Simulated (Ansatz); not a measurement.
**BH2 (boron dihydride): UB2PLYP/def2-TZVPPD**

What is the vertical ionisation energy of BH2 (boron dihydride) at UB2PLYP/def2-TZVPPD? 

Program for the calculation: Ansatz 0.2.0.

30 further runs of the same task are left out: 30 set aside as unsound or not needed.

## 1. The system as given

BH2: 3 atoms, total charge 0, spin state doublet. SMILES: `[BH2]`. Geometry: relaxed at PBE0-D4/def2-TZVP.

Bond lengths: B1–H2 1.191 Å, B1–H3 1.191 Å. Angles: H2–B1–H3 129.4°.

## 2. A single-point energy at UB2PLYP/def2-TZVPPD

File molecule.yaml:

```yaml
crystal:
  periodic: [false, false, false]
  atoms:
    - {symbol: B, position_ang: [0.265070, -0.167660, 0.129730]}
    - {symbol: H, position_ang: [0.292070, 1.014920, 0.270850]}
    - {symbol: H, position_ang: [-0.557150, -0.847260, -0.400590]}
basis:
  gaussian: {orbitals: def2-TZVPPD.json}
magnetization: {spin_polarized: true, initial_magnetization: 1}
hamiltonian: {xc: {name: B2PLYP}}
correlation: {frozen_orbitals: {B: 1, H: 0}}
accuracy: high
output: {orbitals: {seedname: orbitals}}
```

The basis set def2-TZVPPD is read from a file made from the Basis Set Exchange's data (not shown).

Started as:

```sh
ansatz run molecule.yaml --threads 1 --pin off --max-ram 3480MiB --events-out events.jsonl --progress --plain --runs-dir runs
```

The program printed:

```text
Warning: RAYON_NUM_THREADS=1 ignored (pool sized by the plan → 1); use --threads N
Functional definition: B2PLYP
  name "B2PLYP"
  parameter a = 0.53
  parameter c = 0.27
  exchange = (1 - a)*b88_x + a*exact_x
  correlation = (1 - c)*lyp_c + c*(mp2_os + mp2_ss)
1016 factors; integrals over basis functions are off by at most 2.8e-9 eV
mean field evaluation 1: about -703.9173 eV, gradient 6.0e0 eV
mean field evaluation 2: about -703.9167 eV, gradient 6.0e0 eV
mean field evaluation 4: about -704.2321 eV, gradient 5.3e-1 eV
mean field evaluation 8: about -704.2360 eV, gradient 9.1e-3 eV
mean field evaluation 16: about -704.2360 eV, gradient 1.2e-6 eV
mean field -704.23599992 eV, -25.8801956488 hartree, gradient 2.8e-8 eV, S^2 0.752179; 2 other end points of the search recorded, 0 dependent functions left out
1 core orbitals not correlated: weight in the atoms' cores, before any rotation towards them, 1.000 or more for the frozen orbitals, at most 0.000 for the correlated occupied ones
reference -704.23601889 eV, -25.8801963460 hartree; 3, 2 occupied and 67, 68 virtual orbitals, 1016 factors
second order -2.73592943 eV of doubles, -0.00000000 eV of singles
Total energy: -704.97471984 eV, -25.9073431050 hartree
```

Wall time 2.7 s (1 thread of Arm Neoverse V1, shared host); peak memory 0.14 GiB.

## 3. The singlet cation

File run.yaml:

```yaml
crystal:
  periodic: [false, false, false]
  atoms:
    - {symbol: B, position_ang: [0.265070, -0.167660, 0.129730]}
    - {symbol: H, position_ang: [0.292070, 1.014920, 0.270850]}
    - {symbol: H, position_ang: [-0.557150, -0.847260, -0.400590]}
basis:
  gaussian:
    orbitals: def2-TZVPPD.json
total_charge: 1
hamiltonian:
  xc: {name: B2PLYP}
correlation:
  frozen_orbitals: {B: 1, H: 0}
accuracy: high
output:
  orbitals: {seedname: orbitals}
```

The basis set def2-TZVPPD is read from a file made from the Basis Set Exchange's data (not shown).

Started as:

```sh
ansatz run run.yaml --threads 1 --pin off --max-ram 3480MiB --events-out events.jsonl --progress --plain --runs-dir runs
```

The program printed:

```text
Warning: RAYON_NUM_THREADS=1 ignored (pool sized by the plan → 1); use --threads N
[... 6 set-up lines as earlier in the session ...]
1016 factors; integrals over basis functions are off by at most 2.8e-9 eV
mean field evaluation 1: about -695.0245 eV, gradient 9.9e0 eV
mean field evaluation 2: about -695.0235 eV, gradient 9.9e0 eV
mean field evaluation 4: about -695.2999 eV, gradient 2.0e-1 eV
mean field evaluation 8: about -695.3001 eV, gradient 8.1e-4 eV
mean field evaluation 16: about -695.3001 eV, gradient 7.9e-9 eV
mean field -695.30014709 eV, -25.5518091140 hartree, gradient 7.9e-9 eV, S^2 0.000000; 0 other end points of the search recorded, 0 dependent functions left out
1 core orbitals not correlated: weight in the atoms' cores, before any rotation towards them, 1.000 or more for the frozen orbitals, at most 0.000 for the correlated occupied ones
reference -695.30016515 eV, -25.5518097778 hartree; 2, 2 occupied and 68, 68 virtual orbitals, 1016 factors
second order -2.33598976 eV of doubles, -0.00000000 eV of singles
Total energy: -695.93088238 eV, -25.5749882087 hartree
```

It took 1.8 s on 1 thread of Arm Neoverse V1, shared host; peak memory 0.12 GiB.

## 4. Outcome

At UB2PLYP/def2-TZVPPD, 1 core orbital frozen:

| quantity | value |
| --- | --- |
| doublet BH2: total energy | -25.90734 Eh |
| doublet BH2: HOMO energy (SCF part's orbitals) (highest over α and β) | -7.30 eV |
| doublet BH2: LUMO energy (SCF part's orbitals) (lowest over α and β) | -0.86 eV |
| doublet BH2: ⟨S²⟩ | 0.752 |
| singlet cation: total energy | -25.57499 Eh |
| singlet cation: HOMO energy (SCF part's orbitals) | -21.15 eV |
| singlet cation: LUMO energy (SCF part's orbitals) | -10.43 eV |
| singlet cation: HOMO–LUMO gap (SCF part's orbitals) | 10.72 eV |
| vertical ionisation energy (to the singlet cation) | 9.044 eV |

In words: The vertical ionisation energy comes to 9.04 eV (873 kJ/mol). Only the singlet of the ionised species was computed; a triplet could lie lower.
